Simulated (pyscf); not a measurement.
`[CH3][CH2][Mg][CH2][CH3]` → `[CH3][CH2][MgH]` + `[CH2]=[CH2]`, gas phase, singlet surface. Single points on ωB97X-D3(BJ)/def2-SVP structures (PySCF, gas phase). ΔG in kcal/mol from ωB97M-D3(BJ)/def2-TZVP energies (ideal gas, 1 atm, RRHO with modes under 100 cm⁻¹ raised to 100, one conformer, R ln 2 for chiral ones without a mode under 150 cm⁻¹).

```csv
T (K),ΔG
298,+11.2
600,?
900,-9.8
1200,-19.8
```

Q: Fit a line to the three values, predict ΔG at 600 K, and estimate where the reaction turns favourable at 1 atm of each gas.

A: Least squares gives ΔG = +21.4 − 34.4 × T/1000 K, so ΔS is about +144 J/(mol K) and ΔH about +21.4 kcal/mol over this range (ΔH at 298 K: +21.8). At 600 K the line gives +0.8; the computed value is +0.5. ΔG = 0 falls near 620 K; 1 kcal/mol in the energy moves that by 29 K. This is thermodynamics alone and says nothing of the barrier.
